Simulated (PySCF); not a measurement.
Static response to an electric field

C2HCl3.
Geometry (PBE0-D3(BJ)/def2-TZVP, Å), atoms numbered from 1 in this order:
```xyz
6
C2HCl3 angstrom
Cl    -1.0717    0.4960   -1.7893
C     -0.2356   -0.3660   -0.5835
C      0.2537    0.1904    0.5202
Cl     0.1174    1.8449    0.8947
Cl     1.0790   -0.7711    1.6739
H     -0.1173   -1.4248   -0.7641
```

Level: CAM-B3LYP/aug-cc-pVTZ (PySCF), static field, nuclei fixed, core orbitals frozen in the response. The polarisability tensor in these axes (au):

```
x   57.01 -4.59 18.41
y   -4.59 68.09 -0.12
z   18.41 -0.12 79.68
```

Task: Diagonalise the tensor; give its mean and Δα, where Δα² is half the sum of the squared differences of the eigenvalues.

Result: Principal values 46.02, 68.55 and 90.22 au; mean 68.26 au = 10.12 Å³ = 11.25 × 10⁻⁴⁰ C²·m²/J; Δα = 38.28 au (56 % of the mean).

Task: What is the dipole moment, and where does it point?

Result: (0.07, -0.85, -0.19) D, 0.88 D in size, pointing from the negative to the positive side. Measured along this direction, the outermost atoms are Cl4 at the negative end and H6 at the positive end.

Task: Orientational against electronic polarisability at 350 K (dilute gas, rigid molecules)?

Result: In Gaussian units μ²/3kT = 5.33 Å³ against 10.12 Å³, a ratio of 0.53; the Debye molar polarisation (4π/3)N_A(α + μ²/3kT) is 39.0 cm³/mol, leaving out the vibrational part.

Task: What would n − 1 = 2πNα be for an ideal gas of these molecules at 400 K and 1 atm, electronic part alone?

Result: N = p/kT = 1.8347 × 10¹⁹ cm⁻³, so n − 1 = 2π × N × 10.12 × 10⁻²⁴ cm³ = 1166 × 10⁻⁶ at long wavelengths.

Task: Find the Langevin capture rate constant for O2+ (31.990 u) meeting this molecule (129.914 u), k = 2.342 × 10⁻⁹ cm³/s × √(α in Å³ / reduced mass in u).

Result: The reduced mass is 25.67 u, so k = 1.47 × 10⁻⁹ cm³/s. The formula leaves out the permanent dipole, which adds to the capture rate.

Task: Traceless (Buckingham) quadrupole moment about the centre of nuclear charge: eigenvalues?

Result: -1.99, -1.77, 3.76 D·Å. The values depend on the origin, since the dipole doesn't vanish. The electronic extent ⟨r²⟩ about the same centre is 909 bohr², a root-mean-square distance of 1.99 Å for the 64 electrons.

Geometry: PBE0-D3(BJ)/def2-TZVP; no solvent, vibrations or thermal averaging.
